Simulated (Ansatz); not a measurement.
Ansatz (a first-principles code) input (CCSD(T)/def2-SVP):

Ansatz 0.2 input:
```yaml
crystal:
  periodic: [false, false, false]
  atoms:
    - {symbol: O, position_ang: [-0.02442974, 0.65299425, 0.02901803]}
    - {symbol: O, position_ang: [0.02442974, -0.65299425, -0.02901803]}
    - {symbol: H, position_ang: [0.92959641, 0.94278890, -0.02174973]}
    - {symbol: H, position_ang: [-0.92959641, -0.94278890, 0.02174973]}
basis:
  gaussian:
    orbitals: def2-SVP
total_charge: 1
magnetization: {spin_polarized: true, initial_magnetization: 1}
correlation: {method: ccsd_t, electrons: outside_noble_gas}
```

End of the output:

```
integrals: 0.01 GiB planned
365 factors; integrals over basis functions are off by at most 1.6e-3 eV
mean field: 0.06 GiB planned
mean field evaluation 1: about -4088.2071 eV, gradient 1.9e1 eV
mean field evaluation 2: about -4088.2086 eV, gradient 1.9e1 eV
mean field evaluation 4: about -4089.6716 eV, gradient 1.5e0 eV
mean field evaluation 8: about -4089.6859 eV, gradient 2.1e-4 eV
mean field evaluation 16: about -4089.6832 eV, gradient 1.3e-1 eV
mean field evaluation 32: about -4086.9809 eV, gradient 5.8e-1 eV
mean field -4089.68588583 eV, -150.2931842155 hartree, gradient 1.8e-6 eV, S^2 0.766643; 3 other end points of the search recorded, 0 dependent functions left out
determinant -4089.68588583 eV, -150.2931842155 hartree, with singles and doubles -4100.15682678 eV, -150.6779841981 hartree
determinant -4086.99292813 eV, -150.1942198456 hartree, with singles and doubles -4096.95194244 eV, -150.5602068710 hartree
2 core orbitals not correlated
reference -4089.68588583 eV, -150.2931842155 hartree; 7, 6 occupied and 29, 30 virtual orbitals, 365 factors
second order -10.16413085 eV of doubles, -0.00000000 eV of singles
coupled cluster: 0.08 GiB planned
cycle   1  -10.47104267 eV  change   -1.0e-4 eV  update   2.4e-4
cycle   2  -10.47112203 eV  change   -7.9e-5 eV  update   1.4e-4
cycle   3  -10.47106762 eV  change    5.4e-5 eV  update   4.3e-5
cycle   4  -10.47107068 eV  change   -3.1e-6 eV  update   1.5e-5
cycle   5  -10.47110045 eV  change   -3.0e-5 eV  update   3.3e-6
cycle   6  -10.47110193 eV  change   -1.5e-6 eV  update   1.1e-6
perturbative correction -0.28232324 eV, -0.0103751877 hartree
Total energy: -4100.43931100 eV, -150.6883653017 hartree
```
